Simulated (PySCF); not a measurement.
A made-up structure of CH4B2, closed shell:

B1  (-0.718, 0.060, 0.065)
C2  (0.202, -0.135, -1.000)
B3  (0.633, -0.004, 0.350)
H4  (-1.677, 0.169, 0.395)
H5  (0.431, -0.286, -2.126)
H6  (-0.259, 0.172, 1.278)
H7  (1.387, 0.024, 1.039)
(Å)

It is relaxed with PBE-D4/def2-SVP and then PBE0-D4/def2-TZVP (PySCF 2.14 with density fitting (its default auxiliary sets; JK sets also for MP2 and CCSD(T))). Atoms count as bonded within 1.22 times the sum of their covalent radii (H–H: 0.88 Å). The end point is not checked to be a true minimum.

**Question.** Does its bonding change? (Judge from chemistry; the calculation decides.)

**Answer.** By the calculation: No: no bond forms or breaks.

Where it ends: The first stage lowers the energy by 2.94 eV in 10 steps. It ends as CH₄B₂ ([H]1[BH]2[CH][BH]12):
```
atom    x (Å)    y (Å)    z (Å)
  B1  -0.8737   0.0657   0.0175
  C2   0.1861  -0.1233  -0.9282
  B3   0.7960  -0.0132   0.3637
  H4  -2.0269   0.1787   0.2689
  H5   0.3958  -0.2627  -1.9714
  H6  -0.2386   0.1588   1.1818
  H7   1.7593  -0.0002   1.0547
```

Labels in which every atom is bracketed show which atoms are joined, not bond orders.

For scale, one of the runs: PBE0-D4/def2-TZVP relaxation, 117 basis functions, launched by `OMP_NUM_THREADS=2 python run.py`. Hardware: 2 CPU threads of an Intel Xeon, shared host. Wall time 39 s; peak host memory 1.1 GiB.
